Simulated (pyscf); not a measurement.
H₃Si–PH• + H atom (H•) → PH [triplet] + silane (SiH₄), a substitution at Si (triplet surface; P–Si broken, H–Si formed). Optimised with ωB97X-D3(BJ)/def2-SVP in PySCF. Correlated levels are frozen-core, on RHF or UHF. ΔMP2 is the change of the MP2 total energy from the triple- to the quadruple-zeta basis. Energies in eV from the separated reactants.

Small-basis levels: PySCF, no dispersion term, spherical d functions. AM1 to PM7: differences of heats of formation from MOPAC. Open shells are spin-unrestricted. 

```tsv
level	barrier	reaction energy
HF/6-31G*	0.72	-1.49
MP2/6-31G*	0.58	-1.14
SVWN5/6-31G*	(withheld)	-0.95
B3LYP/6-311+G**	0.01	-1.38
B3LYP/def2-SVP	0.01	-1.31
AM1	(withheld)	-1.31
PM6	0.11	+3.55
CCSD(T)/def2-TZVPP + ΔMP2(QZVPP)	(withheld)	-1.26
```

Q: Complete the blanks.

A: 
- SVWN5/6-31G*, barrier: -0.44
- AM1, barrier: -0.25
- CCSD(T)/def2-TZVPP + ΔMP2(QZVPP), barrier: 0.17

Against the last row the barrier runs from -0.62 (SVWN5/6-31G*) to +0.55 eV (HF/6-31G*); PM6 happens to lie closest here (0.06 eV apart). At SVWN5/6-31G*, AM1, PM6 this geometry lies under one side, so the entry may be no barrier of that level: it is a single point on another level's saddle. CCSD(T)/def2-TZVPP + ΔMP2(QZVPP) has limits of its own. H₃Si–PH• + H• also meet on a surface of lower spin, which isn't treated here. One saddle was located; it need not be the lowest between these sides. The angle at the attacked Si is 177°. The CCSD(T) − MP2 part came from Ansatz, without density fitting, on the same reference.
